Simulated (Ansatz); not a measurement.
Level of theory: frozen-core CCSD(T)/cc-pVTZ // B3LYP-D3(BJ)/def2-TZVP (Ansatz, a quantum-chemistry and plane-wave program). The geometry is that of the parent before the electron was removed.

Ansatz 0.2 input:
```yaml
crystal:
  periodic: [false, false, false]
  atoms:
    - { symbol: C, position_ang: [-0.026056, -0.259342, 0.000001] }
    - { symbol: N, position_ang: [1.101548, -0.053876, -0.000004] }
    - { symbol: H, position_ang: [-1.075497, -0.450564, 0.000005] }
basis:
  gaussian: { orbitals: cc-pVTZ }
correlation:
  method: ccsd_t
total_charge: 1
magnetization:
  spin_polarized: true
  initial_magnetization: 1
```

Output:

```
Functional definition: HF
432 factors; integrals over basis functions are off by at most 1.3e-3 eV
mean field evaluation 1: about -2514.2304 eV, gradient 2.1e1 eV
mean field evaluation 2: about -2514.2331 eV, gradient 2.1e1 eV
mean field evaluation 4: about -2516.1371 eV, gradient 1.8e0 eV
mean field evaluation 8: about -2516.1607 eV, gradient 1.9e-3 eV
mean field evaluation 16: about -2516.1569 eV, gradient 1.4e-1 eV
mean field evaluation 32: about -2516.1607 eV, gradient 3.9e-4 eV
mean field evaluation 64: about -2515.7919 eV, gradient 2.4e-1 eV
mean field evaluation 96: about -2516.1606 eV, gradient 3.4e-2 eV
mean field evaluation 128: about -2506.0498 eV, gradient 7.9e-1 eV
mean field -2516.16069646 eV, -92.4672000799 hartree, gradient 4.3e-6 eV, S^2 0.755575; 9 other end points of the search recorded, 0 dependent functions left out
determinant -2516.16069646 eV, -92.4672000799 hartree, with singles and doubles -2524.13753883 eV, -92.7603436301 hartree
determinant -2515.79307877 eV, -92.4536903791 hartree, with singles and doubles -2523.90349414 eV, -92.7517426463 hartree
determinant -2516.16069646 eV, -92.4672000799 hartree, with singles and doubles -2524.05551670 eV, -92.7573293724 hartree
determinant -2515.79307877 eV, -92.4536903791 hartree, with singles and doubles -2523.88225999 eV, -92.7509623059 hartree
2 core orbitals not correlated
reference -2516.16069646 eV, -92.4672000799 hartree; 5, 4 occupied and 67, 68 virtual orbitals, 432 factors
second order -7.30491383 eV of doubles, -0.00000000 eV of singles
cycle   1  -7.89482105 eV  change   -8.1e-7 eV  update   1.6e-6
perturbative correction -0.32632045 eV, -0.0119920553 hartree
Total energy: -2524.38183795 eV, -92.7693214573 hartree
```

Cost: very roughly 14 core-seconds.
